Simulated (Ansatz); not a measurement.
Two isomers of C4H6O: A = `C=CCC=O`, B = `C#CCOC`.

Calculated with Ansatz (gas phase, PBE0-D4/def2-TZVP geometries, no zero-point term in ΔE). CCSD(T)/CBS adds triple-zeta CCSD(T) − MP2 to the extrapolated MP2 energy (def2 sets, frozen cores). Functionals use def2-TZVPP. B3LYP here is the variant with VWN-RPA as its local correlation; programs differ in this. Each species was taken in one conformer, which may not be the lowest.

Question: Which isomer does CCSD(T)/CBS put lower? Give the gap. (An estimate is asked.)

Answer: Computed: A, by 143.8 kJ/mol.

Question: Give E(B) − E(A) in kJ/mol with B3LYP-D4, r2SCAN-D4, CCSD(T)/def2-TZVPP, MP2/def2-TZVPP, ωB97M-V, HF/def2-TZVPP, PBE-D4. (An estimate is asked.)

Answer: Computed: B3LYP-D4 150.5, r2SCAN-D4 154.2, CCSD(T)/def2-TZVPP 145.7, MP2/def2-TZVPP 138.2, ωB97M-V 148.2, HF/def2-TZVPP 150.2, PBE-D4 156.2. None reverses the order clearly.

Largest T1 diagnostic: 0.013.

In def2-TZVPP, CCSD(T) changes the Hartree–Fock value by −4.4 kJ/mol (the triples alone add +0.5 kJ/mol) and MP2 by −12.0 kJ/mol.
